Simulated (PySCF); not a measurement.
**Dipole moment and polarisability of `O[SiH3]`**

Compound: H₄OSi.
Atom-mapped SMILES: `[OH:1][SiH3:2]` (hydrogens: H3 on O1; H4, H5, H6 on Si2)

Cartesian coordinates in Å at the PBE0-D3(BJ)/def2-SVP level; atoms count from 1:
```
atom  x, y, z in Å
O1     1.1448   -0.5067   -0.3617
Si2   -0.3924    0.0294   -0.0113
H3     1.8724   -0.0594    0.0789
H4    -0.7225   -0.1281    1.4408
H5    -1.3192   -0.8035   -0.8231
H6    -0.5768    1.4723   -0.3667
```

Level: CAM-B3LYP/def2-SVPD (PySCF), static field, nuclei fixed, core orbitals frozen in the response. The polarisability tensor in these axes (au):

```
x   34.06 -0.02  0.07
y   -0.02 33.00  0.14
z    0.07  0.14 32.96
```

Question: Give the principal values, the mean and the anisotropy Δα = √{½[(α1 − α2)² + (α2 − α3)² + (α1 − α3)²]}.

Answer: Principal values 32.83, 33.12 and 34.06 au; mean 33.34 au = 4.94 Å³ = 5.50 × 10⁻⁴⁰ C²·m²/J; Δα = 1.12 au (3 % of the mean).

Question: What is the dipole moment, and where does it point?

Answer: (0.43, 0.95, 0.85) D, 1.35 D in size, pointing from the negative to the positive side. Measured along this direction, the outermost atoms are H5 at the negative end and H6, H3 and H4 at the positive end.

Question: Orientational against electronic polarisability at 273 K (dilute gas, rigid molecules)?

Answer: In Gaussian units μ²/3kT = 16.10 Å³ against 4.94 Å³, a ratio of 3.26; the Debye molar polarisation (4π/3)N_A(α + μ²/3kT) is 53.1 cm³/mol, leaving out the vibrational part.

Question: Refractivity n − 1 of an ideal gas of it at 273.15 K and 1 atm, from the electronic α?

Answer: N = p/kT = 2.6868 × 10¹⁹ cm⁻³, so n − 1 = 2π × N × 4.94 × 10⁻²⁴ cm³ = 834 × 10⁻⁶ at long wavelengths, for an ideal gas.

Question: Estimate the molar refractivity from the static electronic polarisability.

Answer: Lorentz–Lorenz: R = (4π/3)N_A α = 2.5225 cm³/(mol·Å³) × 4.94 Å³ = 12.5 cm³/mol, in the limit of long wavelengths.

Geometry: PBE0-D3(BJ)/def2-SVP; no solvent, vibrations or thermal averaging.
